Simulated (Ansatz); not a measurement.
Coupled-cluster diagnostics for the cluster Mg₃H₃, Ansatz.

Geometry of the doublet (PBE-D4/def2-TZVP):

```xyz
6

Mg    1.6239   -0.8040    0.4047
Mg    0.3251    1.5043   -0.9816
Mg   -1.8365   -0.1607    0.2380
H    -2.9397   -1.2518    1.0080
H     2.1919   -2.2038    1.2523
H     0.6352    2.9160   -1.9214
```

Correlated methods freeze 3 core orbitals; core or outer-core shells of Mg are correlated, in sets that lack core-valence functions. Another isomer (doublet) lies 0.92 eV lower at PBE0-D4/def2-TZVP; other spin states weren't run for this one.

Q: Estimate the CCSD(T) correlation energy, the shares of MP2 and (T), T1 and the reference's ⟨S²⟩ for: charge 0, doublet, own geometry in def2-TZVPP; and the rough time on 4 threads of Arm Neoverse V2 on a shared host.

A: 
| state | basis | correlation (eV) | MP2 share (%) | (T) share (%) | T1 | ⟨S²⟩ (pure) | wall time | remarks |
| --- | --- | --- | --- | --- | --- | --- | --- | --- |
| charge 0, doublet, own geometry | def2-TZVPP | -17.974 | 91.0 | 1.2 | 0.018 | 0.86 (0.75) | 72 s | spin-contaminated (⟨S²⟩ 0.86) |
Customary marks for T1 are 0.02 (closed shells), 0.045 (open shells) and about 0.05 (3d metals). T1 stays under 0.02 throughout.
